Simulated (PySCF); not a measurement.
Gas-phase acidity of N,N-dimethylthioformamide

Parent: N,N-dimethylthioformamide, `CN(C)C=S` (C3H7NS). Numbering: `[CH3:1][N:2]([CH3:3])[CH:4]=[S:5]`

Level of theory: ωB97X-D3(BJ)/ma-def2-TZVP single points in PySCF, grid level 2; every species was optimised with PBE0-D3(BJ)/ma-def2-SVP. Zero-point and thermal terms (298.15 K, 1 bar) come from unscaled PBE0-D3(BJ)/ma-def2-SVP harmonic frequencies, with soft modes damped to free rotors in the entropy.

| site | product | ΔH(acid) / kJ/mol | ΔG(acid) / kJ/mol | gas share |
| --- | --- | --- | --- | --- |
| C4 (carbonyl-type carbon) | `CN(C)[C-]=S` | 1611 | 1581 | 92.9 % |
| C1 (methyl carbon) | `[CH2-]N(C)C=S` | 1617 | 1587 | 7.1 % |

ΔH and ΔG refer to AH → A⁻ + H⁺ in the gas phase. Shares are Boltzmann weights among the listed products; an error of 10 kJ/mol changes a ratio about 56-fold. Sites whose products fell apart, merged with another or lost in a GFN2-xTB screen aren't listed.

C4 (carbonyl-type carbon) comes out 6 kJ/mol ahead of C1 in free energy (6.0 kJ/mol in electronic energy). That lies inside the method's error, so the order is undecided and the shares mean little.

Vertical detachment energies of the anions: `[CH2-]N(C)C=S` 1.31 eV, `CN(C)[C-]=S` 1.44 eV.

Measured values (NIST Chemistry WebBook, evaluated or the median of agreeing entries): deprotonation enthalpy (ΔH) 1587 kJ/mol (computed 1611, difference 24); gas-phase acidity (ΔG) 1558 kJ/mol (computed 1581, difference 23). These are compared with the most favourable site that keeps the skeleton.

Known limits: the order of C4 and C1 is undecided: the gaps lie inside the method's error (some 10 kJ/mol, one structure a species).

Run with `OMP_NUM_THREADS=1 python redox_run.py task.json out` on 1 thread of Arm Neoverse V1, a shared host. Structures, frequencies and single points: 14 min of wall time.
